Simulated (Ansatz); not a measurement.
**AlNH₃ (quartet): wave-function methods side by side at distance Al1–H4 along a hydrogen transfer = 1.914 Å, cc-pVDZ**

One table from this session's results is given with a row withheld; the runs are named, their logs left out.

Computed with Ansatz 0.2.0, Gaussian basis. Level: cc-pVDZ, core rule «outside noble gas», up to 6 orbitals frozen.

The runs, in order: UHF; CCSD(T) on ROHF; CCSD(T) on UHF; BCCD(T) on ROHF; CISD; CCSDT(Q) on ROHF; CCSDT(Q) on UHF; CASSCF and MRCISD+Q, 5 electrons in 5 orbitals; CASSCF and NEVPT2, 5 electrons in 5 orbitals.

13 further runs of the same task are left out: 9 for a known fault of the program, 4 that didn't finish.

## What is computed

The geometry derives from fragments relaxed apart (PBE0/def2-TZVP) and kept rigid, so it is no stationary point. A hydrogen atom is moved between rigid fragments.

5 atoms, charge 0, spin multiplicity 4.

Atoms are counted from 1 here; the program's logs count them from 0.

Bond lengths: Al1–H2 1.586 Å, Al1–H3 1.586 Å, Al1–H4 1.914 Å. Angles: H2–Al1–H3 120.0°, H2–Al1–H4 120.0°, H3–Al1–H4 120.0°.

Set-up of the first run:

Contents of in.yaml:

```yaml
crystal:
  periodic: [false, false, false]
  atoms:
    - {symbol: Al, position_ang: [-1.086690, 0.000000, 0.000000]}
    - {symbol: H, position_ang: [-1.879614, 1.373384, 0.000000]}
    - {symbol: H, position_ang: [-1.879614, -1.373384, 0.000000]}
    - {symbol: H, position_ang: [0.827310, 0.000000, 0.000000]}
    - {symbol: N, position_ang: [2.304310, 0.000000, 0.000000]}
basis:
  gaussian: {orbitals: cc-pVDZ}
magnetization: {spin_polarized: true, initial_magnetization: 3}
hamiltonian: {xc: hf}
output: {orbitals: {seedname: orbitals}}
```

The run is started by

```bash
$ ansatz run in.yaml --threads 1 --pin off --events-out ev --progress --plain --max-ram 2393MiB
```

Among the steps run: UHF; CCSD(T) on ROHF; CCSD(T) on UHF; BCCD(T) on ROHF; CISD; CCSDT(Q) on ROHF; CCSDT(Q) on UHF; CASSCF and MRCISD+Q, 5 electrons in 5 orbitals; CASSCF and NEVPT2, 5 electrons in 5 orbitals.

One table of the session follows, with a row left open; its other results are not shown here.

```
       method  from UCCSDT(Q) (kcal/mol)
         ROHF                    +136.49
          UHF                    +129.41
         RMP2                     +30.98
         UMP2                     +29.80
         CISD                          ?
        RCCSD                      +2.98
        UCCSD                      +2.83
     RCCSD(T)                      +0.78
     UCCSD(T)                      +0.73
      BCCD(T)                      +0.75
       RCCSDT                      +0.16
       UCCSDT                      +0.11
    RCCSDT(Q)                      +0.04
    UCCSDT(Q)                          0
  CASSCF pair                    +120.01
  NEVPT2 pair                     +26.61
  MRCISD pair                      +9.53
MRCISD+Q pair                      +0.44
```

**Question.** Estimate the row for CISD.

**Answer.** from UCCSDT(Q) (kcal/mol): +12.44. In the column «from UCCSDT(Q) (kcal/mol)» it lies between MRCISD pair (+9.53) and NEVPT2 pair (+26.61).

Limits of these values: Restricted and unrestricted rows rest on different reference determinants; where their highest levels disagree by more than a few hundredths of an eV, they describe different states and don't form one ladder.
